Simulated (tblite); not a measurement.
C5H11O (doublet state).
SMILES with atom numbers: `[CH3:1][C:2]([CH3:3])([CH3:4])[CH:5][OH:6]` (hydrogens: H7, H8, H9 on C1; H10, H11, H12 on C3; H13, H14, H15 on C4; H16 on C5; H17 on O6)

Structure optimised with GFN2-xTB, isolated species. This method treats the open shell by occupation alone, without spin polarisation.

**Question.** List the bond lengths, angles and torsions at this level.

**Answer.** 
```csv
bond,length (pm)
"C1–C2, C2–C3",153.5
C2–C4,154.6
C2–C5,149.3
C5–O6,137.0
C1–H7 and 8 like bonds,108.8
C5–H16,107.5
O6–H17,96.4
```

Bonds in one row agree within 1 pm and their mean is given. A selection of angles:
```csv
angle,degrees
C2–C1–H7,109.8
C2–C1–H8,111.6
H7–C1–H8,107.3
H8–C1–H9,109.2
C1–C2–C3,109.4
C1–C2–C5,111.2
C3–C2–C5,108.4
C4–C2–C5,110.2
C2–C5–O6,122.8
C2–C5–H16,120.3
O6–C5–H16,112.2
C5–O6–H17,108.9
```

Dihedral angles: C1–C2–C5–O6 -37° (synclinal); H17–O6–C5–C2 20° (synperiplanar). The mirror-image conformer, all signs reversed, is as good.

The 4 C–C bonds span 1.493 Å (C2–C5, drawn single) to 1.546 Å (C2–C4, drawn single), a spread of 0.053 Å. Of the pairs four or more bonds apart, C1···H17 is among the closest relative to their van der Waals radii: 2.42 Å, 83 % of the sum of Bondi's values. C5 (carbon bonded to C, O and H) has angles 122.8°, 120.3° and 112.2°, sum 355.3°, 0.16 Å off the plane of its three neighbours.

Point group: C1 (no symmetry element, even within 0.4 Å). Its GFN2-xTB frequencies are all real (lowest 51 cm⁻¹). Torsions: C2–C5–O6–H 20°. 2 starts were optimised and ended at 0.00 and 1.60 kcal/mol (GFN2-xTB); the lowest of these is shown.

On one thread, Arm Neoverse V1 (aarch64), shared host with 32 logical CPUs at a one-minute load of 18, this took 0.72 s. This is the geometry optimisation.

The numbers are calculated, not measured.
